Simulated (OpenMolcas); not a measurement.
**SiN⁺: electronic states by CASSCF, CASPT2 and spin–orbit RASSI**

Which states of SiN⁺ lie lowest, and how does spin–orbit coupling split them?

The runs use OpenMolcas 26.06; SA-CASSCF(8,8), XMS-CASPT2, RASSI; ANO-RCC-VTZP.

All values are calculated.

## Step 1: Input

C2 symmetry about the axis (a holds Σ, Δ, Γ; b holds Π, Φ, H; Σ⁺ and Σ⁻ are not told apart); roots by multiplicity and irrep: 3a 2, 3b 6, 1a 4, 1b 4, 5b 2.

Active shells: Si 3s 3p, N 2s 2p.

The input, m.inp:

```
&GATEWAY
Coord
2
angstrom
Si 0.0 0.0 0.0
N 0.0 0.0 1.8200
Basis=ANO-RCC-VTZP
Group=XY
RX2C
AMFI
ANGMom
0.0 0.0 0.0
RICD
&SEWARD
&GUESSORB
&RASSCF
FileOrb=$CurrDir/o31.orb
Symmetry=1
Spin=3
nActEl=8 0 0
Inactive=4 2
RAS2=4 4
CIRoot=2 2 1
Linear
Iterations=120 100
OrbListing=Nothing
PRWF=0.15
>>COPY $Project.RasOrb $CurrDir/o31.orb
>>COPY $Project.rasscf.h5 $CurrDir/r31.h5
&CASPT2
XMultistate=all
Imaginary=0.2
IPEA=0.25
MaxIter=40
>>COPY $Project.JobMix JOB001
&RASSCF
FileOrb=$CurrDir/o32.orb
Symmetry=2
Spin=3
nActEl=8 0 0
Inactive=4 2
RAS2=4 4
CIRoot=6 6 1
Linear
Iterations=120 100
OrbListing=Nothing
PRWF=0.15
>>COPY $Project.RasOrb $CurrDir/o32.orb
>>COPY $Project.rasscf.h5 $CurrDir/r32.h5
&CASPT2
XMultistate=all
Imaginary=0.2
IPEA=0.25
MaxIter=40
>>COPY $Project.JobMix JOB002
&RASSCF
FileOrb=$CurrDir/o11.orb
Symmetry=1
Spin=1
nActEl=8 0 0
Inactive=4 2
RAS2=4 4
CIRoot=4 4 1
Linear
Iterations=120 100
OrbListing=Nothing
PRWF=0.15
>>COPY $Project.RasOrb $CurrDir/o11.orb
>>COPY $Project.rasscf.h5 $CurrDir/r11.h5
&CASPT2
XMultistate=all
Imaginary=0.2
IPEA=0.25
MaxIter=40
>>COPY $Project.JobMix JOB003
&RASSCF
FileOrb=$CurrDir/o12.orb
Symmetry=2
Spin=1
nActEl=8 0 0
Inactive=4 2
RAS2=4 4
CIRoot=4 4 1
Linear
Iterations=120 100
OrbListing=Nothing
PRWF=0.15
>>COPY $Project.RasOrb $CurrDir/o12.orb
>>COPY $Project.rasscf.h5 $CurrDir/r12.h5
&CASPT2
XMultistate=all
Imaginary=0.2
IPEA=0.25
MaxIter=40
>>COPY $Project.JobMix JOB004
&RASSCF
FileOrb=$CurrDir/o52.orb
Symmetry=2
Spin=5
nActEl=8 0 0
Inactive=4 2
RAS2=4 4
CIRoot=2 2 1
Linear
Iterations=120 100
OrbListing=Nothing
PRWF=0.15
>>COPY $Project.RasOrb $CurrDir/o52.orb
>>COPY $Project.rasscf.h5 $CurrDir/r52.h5
&CASPT2
XMultistate=all
Imaginary=0.2
IPEA=0.25
MaxIter=40
>>COPY $Project.JobMix JOB005
&RASSI
Nr of JobIphs=5 2 6 4 4 2
1 2
1 2 3 4 5 6
1 2 3 4
1 2 3 4
1 2
SpinOrbit
EJob
Omega
MEES
MESO
Properties=4
'AngMom' 3 'Mltpl  1' 1 'Mltpl  1' 2 'Mltpl  1' 3
Thrs=1.0d-4
>>COPY $Project.rassi.h5 $CurrDir/so.h5
```

Each module block was a call of its own in one work directory; start orbitals came from a preliminary run.

Launch:

```console
pymolcas m.inp
```

## Step 2: CASSCF and CASPT2, block by block

Output, in excerpt:

```text
++    Wave function specifications:
      Number of closed shell electrons          12
      Number of electrons in active shells       8
      Number of inactive orbitals                6
      Number of active orbitals                  8
      Number of secondary orbitals              50
      Spin quantum number                      1.0
      State symmetry                             1
++    Orbital specifications:
      Symmetry species                           1   2
                                                 a   b
      Frozen orbitals                            0   0
      Inactive orbitals                          4   2
      Active orbitals                            4   4
      RAS2 orbitals                              4   4
      Secondary orbitals                        26  24
      Number of basis functions                 34  30
      printout of CI-coefficients larger than  0.15 for root  1
      energy=    -343.698250
      conf/sym  1111 2222     Coeff  Weight
            55  0222 uu00  -0.94238 0.88808
      printout of CI-coefficients larger than  0.15 for root  2
      energy=    -343.580090
      conf/sym  1111 2222     Coeff  Weight
           398  0202 u2u0  -0.16183 0.02619
           400  0202 2u0u   0.16183 0.02619
           443  0022 u2u0   0.43913 0.19283
           445  0022 2u0u  -0.43913 0.19283
           961  0uu2 2200   0.58134 0.33795
      Natural orbitals and occupation numbers for root  1
      sym 1:   0.041319   1.924200   1.965548   1.988742
      sym 2:   0.993190   0.993190   0.046905   0.046905
      Natural orbitals and occupation numbers for root  2
      sym 1:   0.023262   0.643295   1.354361   1.978985
      sym 2:   1.597812   1.597813   0.402236   0.402236
      RASSCF energy for state  2                   -343.58008975
::    RASSCF root number  1 Total energy:   -343.69825039
::    RASSCF root number  2 Total energy:   -343.58008975
      Von Neumann Entropy (Root   1) =  1.45892
++    Wave function specifications:
      Number of closed shell electrons           6
      Number of electrons in active shells       8
      Number of inactive orbitals                3
      Number of active orbitals                  8
      Number of secondary orbitals              50
      Spin quantum number                      1.0
      State symmetry                             1
      Number of CSFs                          1168
      Number of CASSCF root(s) available         2
      CASPT2 state passed to geometry opt.       2
      A file JOBMIX will be created
      This is a MULTI-STATE CASSCF reference
      Number of CI roots used                    2
      These are:                                 1   2
      Off-diagonal elements of Heff are computed
  FINAL CASPT2 RESULT:
      Reference energy:        -343.6982503873
      E2 (Non-variational):      -0.1728160060
      Shift correction:          -0.0012642018
      E2 (Variational):          -0.1740802078
      Total energy:            -343.8723305951
      Reference weight:           0.94345
  FINAL CASPT2 RESULT:
      Reference energy:        -343.5800897531
      E2 (Non-variational):      -0.1597261112
      Shift correction:          -0.0018474023
      E2 (Variational):          -0.1615735135
      Total energy:            -343.7416632666
      Reference weight:           0.94117
       Total XMS-CASPT2 energies:
::    XMS-CASPT2 Root  1     Total energy:   -343.87233060
::    XMS-CASPT2 Root  2     Total energy:   -343.74166327
++    Wave function specifications:
      Number of closed shell electrons          12
      Number of electrons in active shells       8
      Number of inactive orbitals                6
      Number of active orbitals                  8
      Number of secondary orbitals              50
      Spin quantum number                      1.0
      State symmetry                             2
      printout of CI-coefficients larger than  0.15 for root  1
      energy=    -343.688546
      conf/sym  1111 2222     Coeff  Weight
           402  02u2 u200   0.25046 0.06273
           474  0u22 u200   0.87431 0.76442
           491  0u22 uu0d   0.19816 0.03927
           494  0u22 u002  -0.15752 0.02481
      printout of CI-coefficients larger than  0.15 for root  2
      energy=    -343.688546
      conf/sym  1111 2222     Coeff  Weight
           401  02u2 2u00  -0.25046 0.06273
           473  0u22 2u00  -0.87431 0.76442
           479  0u22 uud0  -0.19816 0.03927
           481  0u22 0u20  -0.15752 0.02481
      printout of CI-coefficients larger than  0.15 for root  3
      energy=    -343.567675
      conf/sym  1111 2222     Coeff  Weight
           401  02u2 2u00  -0.61748 0.38128
           407  02u2 uud0  -0.18203 0.03313
           473  0u22 2u00   0.18079 0.03269
           476  0u22 duu0  -0.56362 0.31767
           482  0u22 200u   0.30099 0.09060
      printout of CI-coefficients larger than  0.15 for root  4
      energy=    -343.567675
      conf/sym  1111 2222     Coeff  Weight
           402  02u2 u200  -0.61748 0.38128
           419  02u2 uu0d  -0.18203 0.03313
           474  0u22 u200   0.18079 0.03269
           478  0u22 02u0  -0.30099 0.09060
           483  0u22 du0u  -0.33166 0.11000
           484  0u22 ud0u   0.45933 0.21099
      printout of CI-coefficients larger than  0.15 for root  5
      energy=    -343.549012
      conf/sym  1111 2222     Coeff  Weight
           473  0u22 2u00   0.16886 0.02851
           476  0u22 duu0   0.17070 0.02914
           477  0u22 udu0  -0.54834 0.30067
           479  0u22 uud0  -0.55809 0.31146
           482  0u22 200u   0.42192 0.17802
      printout of CI-coefficients larger than  0.15 for root  6
      energy=    -343.549012
      conf/sym  1111 2222     Coeff  Weight
           474  0u22 u200   0.16886 0.02851
           478  0u22 02u0  -0.42192 0.17802
           483  0u22 du0u   0.56023 0.31385
           491  0u22 uu0d  -0.55809 0.31146
      Natural orbitals and occupation numbers for root  1
      sym 1:   0.034451   1.015346   1.917078   1.986351
      sym 2:   0.979200   1.858448   0.056390   0.152737
      Natural orbitals and occupation numbers for root  2
      sym 1:   0.034451   1.015346   1.917078   1.986351
      sym 2:   1.858448   0.979200   0.152737   0.056390
      Natural orbitals and occupation numbers for root  3
      sym 1:   0.057170   1.275926   1.658957   1.979384
      sym 2:   1.538840   0.878263   0.461757   0.149702
      Natural orbitals and occupation numbers for root  4
      sym 1:   0.057170   1.275926   1.658957   1.979384
      sym 2:   0.878263   1.538840   0.149702   0.461757
      Natural orbitals and occupation numbers for root  5
      sym 1:   0.043567   1.038647   1.898668   1.985902
      sym 2:   1.270709   0.803316   0.702739   0.256452
      Natural orbitals and occupation numbers for root  6
      sym 1:   0.043567   1.038647   1.898668   1.985902
      sym 2:   0.803316   1.270709   0.256452   0.702739
      RASSCF energy for state  6                   -343.54901230
::    RASSCF root number  1 Total energy:   -343.68854607
::    RASSCF root number  2 Total energy:   -343.68854607
::    RASSCF root number  3 Total energy:   -343.56767521
::    RASSCF root number  4 Total energy:   -343.56767521
::    RASSCF root number  5 Total energy:   -343.54901230
::    RASSCF root number  6 Total energy:   -343.54901230
      Von Neumann Entropy (Root   1) =  1.69722
++    Wave function specifications:
      Number of closed shell electrons           6
      Number of electrons in active shells       8
      Number of inactive orbitals                3
      Number of active orbitals                  8
      Number of secondary orbitals              50
      Spin quantum number                      1.0
      State symmetry                             2
      Number of CSFs                          1184
      Number of CASSCF root(s) available         6
      CASPT2 state passed to geometry opt.       6
      A file JOBMIX will be created
      This is a MULTI-STATE CASSCF reference
      Number of CI roots used                    6
      These are:                                 1   2   3   4   5   6
      Off-diagonal elements of Heff are computed
  FINAL CASPT2 RESULT:
      Reference energy:        -343.6885460734
      E2 (Non-variational):      -0.1729409841
      Shift correction:          -0.0012315471
      E2 (Variational):          -0.1741725312
      Total energy:            -343.8627186047
      Reference weight:           0.94361
  FINAL CASPT2 RESULT:
      Reference energy:        -343.6885460722
      E2 (Non-variational):      -0.1729409852
      Shift correction:          -0.0012315472
      E2 (Variational):          -0.1741725324
      Total energy:            -343.8627186046
      Reference weight:           0.94361
  FINAL CASPT2 RESULT:
      Reference energy:        -343.5676752058
      E2 (Non-variational):      -0.1725388721
      Shift correction:          -0.0020588805
      E2 (Variational):          -0.1745977526
      Total energy:            -343.7422729585
      Reference weight:           0.93821
  FINAL CASPT2 RESULT:
      Reference energy:        -343.5676752058
      E2 (Non-variational):      -0.1725388737
      Shift correction:          -0.0020588807
      E2 (Variational):          -0.1745977544
      Total energy:            -343.7422729602
      Reference weight:           0.93821
  FINAL CASPT2 RESULT:
      Reference energy:        -343.5490122997
      E2 (Non-variational):      -0.1692673488
      Shift correction:          -0.0016763004
      E2 (Variational):          -0.1709436491
      Total energy:            -343.7199559488
      Reference weight:           0.93987
  FINAL CASPT2 RESULT:
      Reference energy:        -343.5490122975
      E2 (Non-variational):      -0.1692673486
      Shift correction:          -0.0016763004
      E2 (Variational):          -0.1709436489
      Total energy:            -343.7199559464
      Reference weight:           0.93987
       Total XMS-CASPT2 energies:
::    XMS-CASPT2 Root  1     Total energy:   -343.86303528
::    XMS-CASPT2 Root  2     Total energy:   -343.86303528
::    XMS-CASPT2 Root  3     Total energy:   -343.73619496
::    XMS-CASPT2 Root  4     Total energy:   -343.73619496
::    XMS-CASPT2 Root  5     Total energy:   -343.72571727
::    XMS-CASPT2 Root  6     Total energy:   -343.72571727
++    Wave function specifications:
      Number of closed shell electrons          12
      Number of electrons in active shells       8
      Number of inactive orbitals                6
      Number of active orbitals                  8
      Number of secondary orbitals              50
      Spin quantum number                      0.0
      State symmetry                             1
      printout of CI-coefficients larger than  0.15 for root  1
      energy=    -343.650670
      conf/sym  1111 2222     Coeff  Weight
            92  0222 2000   0.67783 0.45945
            94  0222 0200  -0.67827 0.46005
      printout of CI-coefficients larger than  0.15 for root  2
      energy=    -343.650670
      conf/sym  1111 2222     Coeff  Weight
            93  0222 ud00   0.95891 0.91950
      printout of CI-coefficients larger than  0.15 for root  3
      energy=    -343.646121
      conf/sym  1111 2222     Coeff  Weight
            92  0222 2000  -0.41636 0.17336
            94  0222 0200  -0.41578 0.17287
           518  0022 2200   0.71035 0.50460
      printout of CI-coefficients larger than  0.15 for root  4
      energy=    -343.624916
      conf/sym  1111 2222     Coeff  Weight
            92  0222 2000  -0.52073 0.27116
            94  0222 0200  -0.52062 0.27104
           458  0202 2200   0.22502 0.05063
           518  0022 2200  -0.51244 0.26259
      Natural orbitals and occupation numbers for root  1
      sym 1:   0.038044   1.957315   1.966183   1.983795
      sym 2:   0.977516   0.978752   0.049184   0.049210
      Natural orbitals and occupation numbers for root  2
      sym 1:   0.038044   1.957315   1.966183   1.983795
      sym 2:   0.978135   0.978133   0.049200   0.049193
      Natural orbitals and occupation numbers for root  3
      sym 1:   0.023359   0.822609   1.891773   1.984531
      sym 2:   1.535802   1.534812   0.103581   0.103534
      Natural orbitals and occupation numbers for root  4
      sym 1:   0.033575   1.322205   1.836865   1.952966
      sym 2:   1.332430   1.332217   0.094888   0.094854
      RASSCF energy for state  4                   -343.62491629
::    RASSCF root number  1 Total energy:   -343.65067027
::    RASSCF root number  2 Total energy:   -343.65067027
::    RASSCF root number  3 Total energy:   -343.64612115
::    RASSCF root number  4 Total energy:   -343.62491629
      Von Neumann Entropy (Root   1) =  1.44732
++    Wave function specifications:
      Number of closed shell electrons           6
      Number of electrons in active shells       8
      Number of inactive orbitals                3
      Number of active orbitals                  8
      Number of secondary orbitals              50
      Spin quantum number                      0.0
      State symmetry                             1
      Number of CSFs                           900
      Number of CASSCF root(s) available         4
      CASPT2 state passed to geometry opt.       4
      A file JOBMIX will be created
      This is a MULTI-STATE CASSCF reference
      Number of CI roots used                    4
      These are:                                 1   2   3   4
      Off-diagonal elements of Heff are computed
  FINAL CASPT2 RESULT:
      Reference energy:        -343.6506702662
      E2 (Non-variational):      -0.1717229660
      Shift correction:          -0.0011348439
      E2 (Variational):          -0.1728578099
      Total energy:            -343.8235280761
      Reference weight:           0.94465
  FINAL CASPT2 RESULT:
      Reference energy:        -343.6506702652
      E2 (Non-variational):      -0.1717324590
      Shift correction:          -0.0011348254
      E2 (Variational):          -0.1728672844
      Total energy:            -343.8235375496
      Reference weight:           0.94464
  FINAL CASPT2 RESULT:
      Reference energy:        -343.6461211456
      E2 (Non-variational):      -0.1688140595
      Shift correction:          -0.0017246255
      E2 (Variational):          -0.1705386850
      Total energy:            -343.8166598306
      Reference weight:           0.93857
  FINAL CASPT2 RESULT:
      Reference energy:        -343.6249162937
      E2 (Non-variational):      -0.1652231515
      Shift correction:          -0.0010709114
      E2 (Variational):          -0.1662940628
      Total energy:            -343.7912103565
      Reference weight:           0.94724
       Total XMS-CASPT2 energies:
::    XMS-CASPT2 Root  1     Total energy:   -343.82356863
::    XMS-CASPT2 Root  2     Total energy:   -343.82349700
::    XMS-CASPT2 Root  3     Total energy:   -343.82045906
::    XMS-CASPT2 Root  4     Total energy:   -343.78741113
++    Wave function specifications:
      Number of closed shell electrons          12
      Number of electrons in active shells       8
      Number of inactive orbitals                6
      Number of active orbitals                  8
      Number of secondary orbitals              50
      Spin quantum number                      0.0
      State symmetry                             2
      printout of CI-coefficients larger than  0.15 for root  1
      energy=    -343.645288
      conf/sym  1111 2222     Coeff  Weight
           397  0u22 2d00  -0.34407 0.11839
           398  0u22 d200   0.83318 0.69419
           406  0u22 du0d   0.17671 0.03123
      printout of CI-coefficients larger than  0.15 for root  2
      energy=    -343.645288
      conf/sym  1111 2222     Coeff  Weight
           397  0u22 2d00   0.83318 0.69419
[... the kept output breaks off here ...]
```

Spin-free states (degenerate pairs once); dipoles are positive if N is the positive end, about the centre of mass.

```tsv
state	CASSCF root of the same rank (eV)	XMS-CASPT2 (eV)	μ of the rotated CASSCF state (D)
(1)3Σ	0.00	0.000	-2.63
(1)3Π	0.26	0.253	-2.07
(1)1Δ	1.29	1.327	-1.85
(1)1Π	1.44	1.332	-3.08
(1)1Σ	1.42	1.411	-3.11
(2)1Σ	2.00	2.311	-2.51
(1)5Π	2.37	2.600	-0.74
(2)3Σ	3.22	3.556	-2.36
(2)3Π	3.55	3.704	-2.80
(3)3Π	4.06	3.990	-1.50
(2)1Π	4.43	4.218	-2.52
```

XMS-CASPT2 splits the two components of a degenerate state by up to 16 cm⁻¹ here, an artefact of the lowered symmetry; the lower one is listed, and the split carries into the Ω levels (unreadable Ω is marked ?).

State-averaged natural occupations by block (full and empty orbitals left out): 3a: 0.04 1.29 1.65 1.98 1.28 1.28 0.24 0.24; 3b: 0.05 1.19 1.75 1.98 1.20 1.20 0.32 0.32; 1a: 0.03 1.52 1.92 1.98 1.21 1.21 0.07 0.07; 1b: 0.05 1.18 1.75 1.99 1.28 1.28 0.24 0.24; 5b: 0.03 1.00 1.94 1.99 1.00 1.00 0.52 0.52. Reference weights run from 0.934 to 0.947.

## Step 3: From Λ–S states to Ω levels

RASSI output, in excerpt, cut to the lines that bear on the results:

```text
[...]
   Eigenvalues of complex Hamiltonian:
  (Shifted by EMIN (a.u.) =       -343.8723305951)
 SO State       Relative EMIN(au)   Rel lowest level(eV)    D:o, cm**(-1)      Omega
     1            -0.0000043520        0.0000000000              0.0000         0.0
     2            -0.0000025666        0.0000485841              0.3919         1.0
     3            -0.0000025666        0.0000485841              0.3919         1.0
     4             0.0090999611        0.2477409789           1998.1658         2.0
     5             0.0090999610        0.2477409775           1998.1657         2.0
     6             0.0092940640        0.2530227886           2040.7664         1.0
     7             0.0092940640        0.2530227886           2040.7664         1.0
     8             0.0094897351        0.2583472713           2083.7113         0.0
     9             0.0094902387        0.2583609751           2083.8218         0.0
    10             0.0487612513        1.3269796659          10702.8128         2.0
    11             0.0488328845        1.3289289052          10718.5345         2.0
    12             0.0489488156        1.3320835515          10743.9784         1.0
    13             0.0489488156        1.3320835515          10743.9784         1.0
    14             0.0518722782        1.4116350220          11385.6043         0.0
[...]
```

It took 33 s on 1 thread, shared host.

Levels:

```
Ω  energy (cm⁻¹)   parentage  f from lowest
0              0  100% (1)3Σ              0
1              0  100% (1)3Σ              0
2           1998  100% (1)3Π              0
1           2041  100% (1)3Π        0.00096
0           2084  100% (1)3Π              0
0           2084  100% (1)3Π              0
2          10703  100% (1)1Δ              0
1          10744  100% (1)1Π              0
0          11386  100% (1)1Σ              0
0          18639  100% (2)1Σ              0
1          20891  100% (1)5Π              0
0          20930  100% (1)5Π              0
0          20931  100% (1)5Π              0
1          20970  100% (1)5Π              0
2          21010  100% (1)5Π              0
3          21050  100% (1)5Π              0
0          28679  100% (2)3Σ              0
1          28679  100% (2)3Σ              0
0          29871  100% (2)3Π              0
0          29871  100% (2)3Π              0
1          29879  100% (2)3Π        0.00076
2          29887  100% (2)3Π              0
2          32154  100% (3)3Π              0
1          32179  100% (3)3Π        0.00026
0          32205  100% (3)3Π              0
0          32205  100% (3)3Π              0
1          34025  100% (2)1Π              0
```

## Step 4: Along the bond: spin-free states

The same input was run at the other distances; those logs are left out. Energies in eV from the lowest point of the curves kept (curves with gaps or mixed symmetry are left out, so lower ones can be missing). Curves are followed by energy order within each symmetry, so they can change character at crossings; Σ⁺ and Σ⁻ are counted together.

```
R (Å)  (1)3Σ  (1)3Π  (1)5Π  (2)3Σ  (2)3Π
1.565  0.814  0.290  4.309  2.740  3.566
1.656  0.236  0.052  3.433  2.936  3.442
1.738  0.024  0.086  2.935  3.233  3.544
1.820  0.000  0.253  2.600  3.556  3.704
2.002  0.307  0.828  2.243  4.213  3.741
```

(Part 1 of 2 ends here.)
